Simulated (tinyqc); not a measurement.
Inside a calculation. Method: geometry optimisation on the UHF/sto-3g surface (energies and gradients from PySCF), for BH, spin multiplicity 3. One step of it, computed by the program tinyqc.

Task: Step 1: move. Quasi-Newton step p = -H^(-1) g (first H = 0.6 times the unit matrix); steps longer than 0.5 bohr are cut back.

positions at the start (bohr):
```
           x         y         z
1B  0.000000  0.000000  0.000000
2H  0.000000  0.000000  2.142949
```

gradient (hartree/bohr):
```
             x           y            z
1B  0.00000000  0.00000000   0.01536118
2H  0.00000000  0.00000000  -0.01536118
```

Give: positions after step 1.

Result:

positions after step 1 (bohr):
```
         x       y        z
1B  0.0000  0.0000  -0.0256
2H  0.0000  0.0000   2.1686
```
